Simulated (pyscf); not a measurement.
O=SiH–OH (SMILES O=[SiH]O) + NH₃ (SMILES N) -> H₂N–Si(=O)–OH (SMILES N[Si](=O)O) + H₂ (SMILES [H][H]) (four-centre exchange; singlet surface; H–Si, H–N broken, N–Si, H–H formed). Structures and frequencies: ωB97X-D3(BJ)/def2-SVP in PySCF. Energies in kcal/mol from the separated reactants.

| level | barrier | reaction energy |
|---|---|---|
| r²SCAN/def2-TZVP | ___ | ___ |
| B3LYP-D3(BJ)/def2-TZVP | 11.9 | -16.8 |
| PBE0-D3(BJ)/def2-TZVP | 7.7 | -16.5 |
| M06-2X/def2-TZVP | 10.2 | -20.1 |
| ωB97M-D3(BJ)/def2-TZVP | 11.9 | -16.8 |
| HF/def2-TZVP | ___ | -16.1 |

**Question.** Complete the blanks.

**Answer.** 
- r²SCAN/def2-TZVP, barrier: 6.7
- r²SCAN/def2-TZVP, reaction energy: -17.9
- HF/def2-TZVP, barrier: 26.1

The functionals in the table span 5.2 kcal/mol in this barrier, from r²SCAN to B3LYP-D3(BJ). On the reactant side the descent ends in an adduct with a N–Si contact, 30.4 kcal/mol under the separated species and 41.5 kcal/mol under the saddle at ωB97X-D3(BJ)/def2-TZVP. What is counted as formed (N–Si) is already present as a longer contact in the reactant adduct; forming that adduct is a step of its own. At the saddle there is also a short H–Si contact that neither side keeps. The same reactants have a lower exit, to H₂N–SiH(OH)–OH (barrier -16.4 kcal/mol at ωB97M-D3(BJ)/def2-TZVP, against +11.9 kcal/mol here). O=SiH–OH lies 9.8 kcal/mol over its isomer HO–Si:–OH [singlet] (electronic energy, ωB97M-D3(BJ)/def2-TZVP). This is the saddle that the search found; another between the same sides may lie lower.
